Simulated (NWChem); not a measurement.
All runs are NWChem calculations. System: F, charge 1, spin multiplicity 3. Its SCF solution wasn't tested for a lower state. Level: ROCCSD(T)/def2-TZVP, 1 core orbitals frozen.

Job file:

```
start mol
memory heap 100 mb stack 700 mb global 1900 mb
charge 1
geometry units angstroms nocenter noautoz
  F      0.000000     0.000000     0.000000
  symmetry group D2h
end
basis spherical
  * library def2-tzvp
end
scf
  rohf
  nopen 2
  maxiter 100
  thresh 1e-7
  semidirect memsize 60000000 filesize 0
  # guess.movecs holds the orbitals of an unrestricted PBE0 run
  vectors input guess.movecs swap 3 5 output mol.movecs
end
tce
  freeze core 1
  ccsd(t)
  2eorb
  2emet 13
  thresh 1e-6
  maxiter 100
  tilesize 24
end
task tce energy
```

Output (cleaned and shortened):

```
             Northwest Computational Chemistry Package (NWChem) 7.3.0
             --------------------------------------------------------

                                NWChem Input Module
                                -------------------

 Scaling coordinates for geometry "geometry" by  1.889725989
 (inverse scale =  0.529177249)

                             Geometry "geometry" -> ""
                             -------------------------

 Output coordinates in angstroms (scale by  1.889725989 to convert to a.u.)

  No.       Tag          Charge          X              Y              Z
 ---- ---------------- ---------- -------------- -------------- --------------
    1 F                    9.0000     0.00000000     0.00000000     0.00000000

 Effective nuclear repulsion energy (a.u.)       0.0000000000

            Nuclear Dipole moment (a.u.)
            ----------------------------
        X                 Y               Z
 ---------------- ---------------- ----------------
     0.0000000000     0.0000000000     0.0000000000

      Symmetry information
      --------------------

 Group name             D2h
 Group number             26
 Group order               8
 No. of unique centers     1

      Symmetry unique atoms

     1


 Summary of "ao basis" -> "" (spherical)
 ------------------------------------------------------------------------------
       Tag                 Description            Shells   Functions and Types
 ---------------- ------------------------------  ------  ---------------------
 *                         def2-tzvp                  on all atoms

 Summary of "ao basis" -> "ao basis" (spherical)
 ------------------------------------------------------------------------------
       Tag                 Description            Shells   Functions and Types
 ---------------- ------------------------------  ------  ---------------------
 F                         def2-tzvp                11       31   5s3p2d1f

                                 NWChem SCF Module
                                 -----------------

  ao basis        = "ao basis"
  functions       =    31
  atoms           =     1
  closed shells   =     3
  open shells     =     2
  charge          =   1.00
  wavefunction    = ROHF
  use symmetry    = T
  symmetry adapt  = T

 Summary of "ao basis" -> "ao basis" (spherical)
 ------------------------------------------------------------------------------
       Tag                 Description            Shells   Functions and Types
 ---------------- ------------------------------  ------  ---------------------
 F                         def2-tzvp                11       31   5s3p2d1f

      Symmetry analysis of basis
      --------------------------

        ag          9
        au          1
        b1g         2
        b1u         5
        b2g         2
        b2u         5
        b3g         2
        b3u         5

 Forming initial guess at       0.1s

 Swapping ROHF orbitals     3    5

      Symmetry analysis of molecular orbitals - initial
      -------------------------------------------------

  Numbering of irreducible representations:

     1 ag          2 au          3 b1g         4 b1u         5 b2g
     6 b2u         7 b3g         8 b3u

  Orbital symmetries:

     1 ag          2 ag          3 b2u         4 b3u         5 b1u
     6 ag          7 b1u         8 b3u         9 b2u        10 b2g
    11 ag         12 b1g        13 b3g        14 ag         15 b3u

 Starting SCF solution at       0.1s
[...]
  ----- ------------  ---------------      ----- ------------  ---------------
    12      1.255084  1 F  px                 9     -0.567796  1 F  px
     6     -0.226806  1 F  px

 Vector    8  Occ=0.000000D+00  E= 2.597741D-01  Symmetry=b1u
              MO Center=  2.4D-18, -8.4D-22,  5.1D-18, r^2= 2.0D+00
   Bfn.  Coefficient  Atom+Function         Bfn.  Coefficient  Atom+Function
  ----- ------------  ---------------      ----- ------------  ---------------
    14      1.255084  1 F  pz                11     -0.567796  1 F  pz
     8     -0.226806  1 F  pz

 center of mass
 --------------
 x =   0.00000000 y =   0.00000000 z =   0.00000000

 moments of inertia (a.u.)
 ------------------
           0.000000000000           0.000000000000           0.000000000000
           0.000000000000           0.000000000000           0.000000000000
           0.000000000000           0.000000000000           0.000000000000

  Mulliken analysis of the total density
  --------------------------------------

    Atom       Charge   Shell Charges
 -----------   ------   -------------------------------------------------------
    1 F    9     8.00   0.78  1.19  0.70  1.10  0.23  2.02  1.68  0.31  0.00  0.00  0.00

 Mulliken analysis of the open-shell density
 -------------------------------------------

    Atom       Charge   Shell Charges
 -----------   ------   -------------------------------------------------------
    1 F    9     2.00   0.00 -0.00  0.00  0.00 -0.00  1.03  0.84  0.13  0.00  0.00  0.00

       Multipole analysis of the density wrt the origin
       ------------------------------------------------

     L   x y z        total         open         nuclear
     -   - - -        -----         ----         -------
     0   0 0 0      1.000000     -2.000000      9.000000

     1   1 0 0      0.000000      0.000000      0.000000
     1   0 1 0      0.000000      0.000000      0.000000
     1   0 0 1      0.000000     -0.000000      0.000000

     2   2 0 0     -2.192878     -0.926338      0.000000
     2   1 1 0      0.000000      0.000000      0.000000
     2   1 0 1      0.000000      0.000000      0.000000
     2   0 2 0     -2.721019     -0.456302      0.000000
     2   0 1 1     -0.000000     -0.000000      0.000000
     2   0 0 2     -2.192878     -0.926338      0.000000

                   NWChem Extensible Many-Electron Theory Module
                   ---------------------------------------------


            General Information
            -------------------
      Number of processors :     1
         Wavefunction type : Restricted open-shell Hartree-Fock
          No. of electrons :     8
           Alpha electrons :     5
            Beta electrons :     3
           No. of orbitals :    62
            Alpha orbitals :    31
             Beta orbitals :    31
        Alpha frozen cores :     1
         Beta frozen cores :     1
     Alpha frozen virtuals :     0
      Beta frozen virtuals :     0
         Spin multiplicity : triplet
    Number of AO functions :    31
       Number of AO shells :    11
        Use of symmetry is : on
      Symmetry adaption is : on
         Schwarz screening : 0.10D-09

          Correlation Information
          -----------------------
          Calculation type : Coupled-cluster singles & doubles w/ perturbation
   Perturbative correction : (T)
            Max iterations :      100
        Residual threshold : 0.10D-05
     T(0) DIIS level shift : 0.00D+00
     L(0) DIIS level shift : 0.00D+00
     T(1) DIIS level shift : 0.00D+00
     L(1) DIIS level shift : 0.00D+00
     T(R) DIIS level shift : 0.00D+00
     T(I) DIIS level shift : 0.00D+00
   CC-T/L Amplitude update :  5-th order DIIS
                I/O scheme : Global Array Library
        L-threshold :  0.10D-05
        EOM-threshold :  0.10D-05
 no EOMCCSD initial starts read in
 TCE RESTART OPTIONS
 SLICE:      F
 D4D5:       F
 quantumc:   F
 qrotation:  F
 pwtce:      F
 qducc:      F
 nacto:                         0
 nrotv:                         0
 nrot:                          0

            Memory Information
            ------------------
          Available GA space size is     249034878 doubles
          Available MA space size is     104855324 doubles

 Maximum block size supplied by input
 Maximum block size        24 doubles

 tile_dim =      7

 -------------------------------------------------

 Global array virtual files algorithm will be used

 Parallel file system coherency ......... OK

 4-electron integrals stored in orbital form

 v2    file size   =            23137
 4-index algorithm nr.  13 is used
 imaxsize =       30
 imaxsize ichop =        0


CCSD iterations
 ---------------------------------------------------------
 Iter          Residuum       Correlation     Cpu    Wall
 ---------------------------------------------------------
    1   0.0975775843367  -0.1554752946779     0.3     0.3
    2   0.0163216324124  -0.1614292724196     0.3     0.3
    3   0.0038555704019  -0.1626188150808     0.3     0.3
    4   0.0011143647833  -0.1627990580669     0.3     0.3
    5   0.0003599825863  -0.1628520975569     0.2     0.2
    6   0.0001270880533  -0.1628649617818     0.2     0.2
    7   0.0000322602072  -0.1628688955720     0.2     0.2
    8   0.0000121208082  -0.1628692411636     0.2     0.2
    9   0.0000044953027  -0.1628692095518     0.2     0.2
   10   0.0000017797927  -0.1628692936022     0.2     0.2
   11   0.0000003340550  -0.1628692854229     0.2     0.2
 -----------------------------------------------------------------
 Iterations converged
 CCSD correlation energy / hartree =        -0.162869285422861
 CCSD total energy / hartree       =       -98.992769032080446

 Singles contributions

 Doubles contributions
 CCSD(T)
 Using plain CCSD(T) code
             total no. of tasks         1960
 total no. of tasks / no. procs         1960
                         wl_min            1           1.0
                         wl_max          343           2.6
        thresh for no. of tasks         1960

 CCSD[T]  correction energy / hartree =        -0.002057345174162
 CCSD[T] correlation energy / hartree =        -0.164926630597023
 CCSD[T] total energy / hartree       =       -98.994826377254611
 CCSD(T)  correction energy / hartree =        -0.002052385891714
 CCSD(T) correlation energy / hartree =        -0.164921671314575
 CCSD(T) total energy / hartree       =       -98.994821417972162

 Task  times  cpu:        3.3s     wall:        3.3s

 Total times  cpu:        3.4s     wall:        3.4s
```
